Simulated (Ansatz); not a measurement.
**Silane (SiH4): one species, many methods**

The task here is to estimate one member of a computed series from the others.

Computed with Ansatz 0.2.0, Gaussian basis. Level: functionals in def2-TZVPP, the program's frozen cores in correlated methods.

Plan: LDA (SPW92), PBE-D4, revPBE-D4, BLYP-D4, r2SCAN-D4, B97M-V, PBE0-D4, B3LYP-D4, r2SCANh-D4, r2SCAN0-D4, HSE06-D4, BHLYP-D4, CAM-B3LYP-D4, LC-ωPBE, ωB97X-V, ωB97M-V, B2PLYP, PBE-QIDH; CCSD(T)/def2-SVP; CCSD(T)/def2-TZVPP; CCSD(T)/def2-QZVPP; extrapolation to the limit; RPA on PBE.

1 further run of the same task is left out (it didn't finish).

## Structure used throughout

All runs share one geometry, relaxed beforehand with PBE0-D4 in a triple-zeta def2 set.

SMILES `[SiH4]`, 5 atoms, charge 0, spin multiplicity 1.

Atoms are counted from 1 here; the program's logs count them from 0.

Bond lengths: Si1–H2 1.485 Å, Si1–H3 1.485 Å, Si1–H4 1.485 Å, Si1–H5 1.485 Å. Angles: H2–Si1–H3 109.5°, H2–Si1–H4 109.5°, H2–Si1–H5 109.5°, H3–Si1–H4 109.5°, H3–Si1–H5 109.5°, H4–Si1–H5 109.5°.

As a file:

| atom | x (Å) | y (Å) | z (Å) |
| --- | --- | --- | --- |
| Si1 | 0.0000 | 0.0000 | -0.0001 |
| H2 | 0.9676 | -0.6884 | 0.8909 |
| H3 | -1.3310 | 0.0449 | 0.6560 |
| H4 | -0.1051 | -0.7403 | -1.2826 |
| H5 | 0.4685 | 1.3838 | -0.2642 |

Set-up of the first run:

in.yaml

```yaml
crystal:
  periodic: [false, false, false]
  atoms:
    - {symbol: Si, position_ang: [-0.000002, 0.000025, -0.000066]}
    - {symbol: H, position_ang: [0.967630, -0.688444, 0.890873]}
    - {symbol: H, position_ang: [-1.331043, 0.044935, 0.655998]}
    - {symbol: H, position_ang: [-0.105079, -0.740349, -1.282645]}
    - {symbol: H, position_ang: [0.468493, 1.383843, -0.264159]}
basis:
  gaussian: {orbitals: def2-TZVPP}
hamiltonian: {xc: lda}
output: {orbitals: {seedname: orbitals}}
```

Steps of the session up to this table: LDA; PBE-D4 (GGA); revPBE-D4 (GGA); BLYP-D4 (GGA); r2SCAN-D4 (meta-GGA); B97M-V (meta-GGA); PBE0-D4 (hybrid); B3LYP-D4 (hybrid); r2SCANh-D4 (hybrid); r2SCAN0-D4 (hybrid); HSE06-D4 (hybrid); BHLYP-D4 (hybrid); CAM-B3LYP-D4 (range-separated); LC-ωPBE-D4 (range-separated; the results give it without D4); ωB97X-V (range-separated); ωB97M-V (range-separated); B2PLYP (double hybrid); PBE-QIDH (double hybrid).

One of the session's tables, all rows but one given; the rest of the session is left out.

It belongs to the step «Frontier levels by functional». 

| functional | HOMO (eV) | LUMO (eV) | gap (eV) |
| --- | --- | --- | --- |
| LDA (SPW92) | -8.52 | 0.06 | 8.57 |
| PBE-D4 | -8.51 | 0.22 | 8.73 |
| revPBE-D4 | -8.50 | 0.29 | 8.79 |
| BLYP-D4 | ? | ? | ? |
| r2SCAN-D4 | -8.86 | 0.70 | 9.57 |
| B97M-V | -8.94 | 0.31 | 9.24 |
| PBE0-D4 | -9.86 | 1.06 | 10.92 |
| B3LYP-D4 | -9.66 | 0.83 | 10.49 |
| r2SCANh-D4 | -9.35 | 0.98 | 10.33 |
| r2SCAN0-D4 | -10.09 | 1.37 | 11.46 |
| HSE06-D4 | -9.45 | 0.69 | 10.14 |
| BHLYP-D4 | -11.16 | 1.87 | 13.02 |
| CAM-B3LYP-D4 | -11.31 | 2.02 | 13.33 |
| LC-ωPBE | -12.74 | 3.17 | 15.91 |
| ωB97X-V | -12.36 | 3.06 | 15.42 |
| ωB97M-V | -12.14 | 2.71 | 14.86 |

Q: Estimate the row for BLYP-D4 from the others.

Worked estimate for «HOMO (eV)». Against the share of exact exchange, B3LYP-D4 (0.2, -9.66), BHLYP-D4 (0.5, -11.16) give a slope of -5.00 per unit share; at 0 the line stands at -8.66.

The run gave: HOMO (eV): -8.43; LUMO (eV): 0.33; gap (eV): 8.76. In «HOMO (eV)» the line misses by -0.23.
